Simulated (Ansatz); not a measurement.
Basis sets compared for [S3]2- (S3²⁻). The state is a singlet with charge -2. Geometry PBE0-D4/def2-TZVPD. Ansatz on 4 threads of Arm Neoverse V2 on a shared host; times are rough, and most runs start from earlier orbitals.

```xyz
3

S     0.985   -1.472   -0.223
S    -0.332    0.079   -0.683
S    -0.652    1.393    0.906
```

A multiply charged anion in the gas phase is held together partly by the finite basis. Removing one electron lowers the energy by 2.97 eV at PBE0-D4/def2-TZVPD, so it isn't bound. At HF/STO-3G, HF/6-31G, HF/def2-TZVPD, PBE-D4/def2-SVPD and others the highest occupied level of the charge -2 singlet lies above zero (up to 10.44 eV). In Hartree–Fock with 6-31G, STO-3G the lack of diffuse functions raises the level. By energy differences it is unbound by 2.94 eV (vertical, to the charge -1 doublet, at CCSD(T)/def2-TZVPPD) and held by the finite basis.

| level | functions | energy (Eh) | HOMO (eV) | LUMO (eV) | wall time |
| --- | --- | --- | --- | --- | --- |
| HF/STO-3G | 27 | -1178.9387 | 10.44 | 24.64 | 0.1 s |
| HF/6-31G | 39 | -1192.3506 | 2.90 | 12.79 | 0.4 s |
| PBE-D4/def2-SVPD | 81 | -1193.6784 | 5.49 | 6.63 | 1.6 s |
| PBE0-D4/def2-SVPD | 81 | -1193.7644 | 4.58 | 7.20 | 2.2 s |

(1) Estimate the rows for HF/def2-TZVPD, PBE-D4/def2-TZVPD (with forces), PBE0-D4/def2-TZVPD.

Results:

(1) 
```json
{"level": "HF/def2-TZVPD", "functions": "138", "energy (Eh)": "-1192.5433", "HOMO (eV)": "2.33", "LUMO (eV)": "7.34", "wall time": "0.65 s"}
{"level": "PBE-D4/def2-TZVPD (with forces)", "functions": "138", "energy (Eh)": "-1194.0864", "HOMO (eV)": "5.27", "LUMO (eV)": "5.88", "wall time": "0.9 s"}
{"level": "PBE0-D4/def2-TZVPD", "functions": "138", "energy (Eh)": "-1194.1679", "HOMO (eV)": "4.48", "LUMO (eV)": "6.29", "wall time": "1.4 s"}
```
